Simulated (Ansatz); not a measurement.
CH3S (SMILES C[S]) moved off its minimum; all values from Ansatz (a program for electronic structure), cores frozen in correlated methods. Open shells are unrestricted.
(charge 0, multiplicity 2)
```xyz
5

C     -1.10990    -0.04112     0.07723
S      0.67146     0.00593    -0.00870
H     -1.47317    -0.68194    -0.72834
H     -1.47634    -0.44305     0.99204
H     -1.53849     0.94683    -0.17032
```

Forces at B3LYP/def2-TZVPP (eV/Å):

```json
[
 {"atom": "C1", "Fx": "-0.177", "Fy": "0.628", "Fz": "-1.008"},
 {"atom": "S2", "Fx": "0.179", "Fy": "-0.014", "Fz": "-0.012"},
 {"atom": "H3", "Fx": "0.118", "Fy": "-0.187", "Fz": "-0.132"},
 {"atom": "H4", "Fx": "-0.291", "Fy": "-0.106", "Fz": "0.783"},
 {"atom": "H5", "Fx": "0.171", "Fy": "-0.320", "Fz": "0.369"}
]
```

**Question.** Give the forces (eV/Å), the total energy and the dipole at MP2/cc-pV(T+d)Z.

**Answer.** 
| atom | Fx | Fy | Fz |
|---|---|---|---|
| C1 | -0.223 | 0.647 | -1.078 |
| S2 | 0.054 | -0.021 | -0.011 |
| H3 | 0.187 | -0.144 | -0.060 |
| H4 | -0.253 | -0.071 | 0.733 |
| H5 | 0.236 | -0.411 | 0.416 |
Energy -437.4779 hartree, dipole 1.63 D.
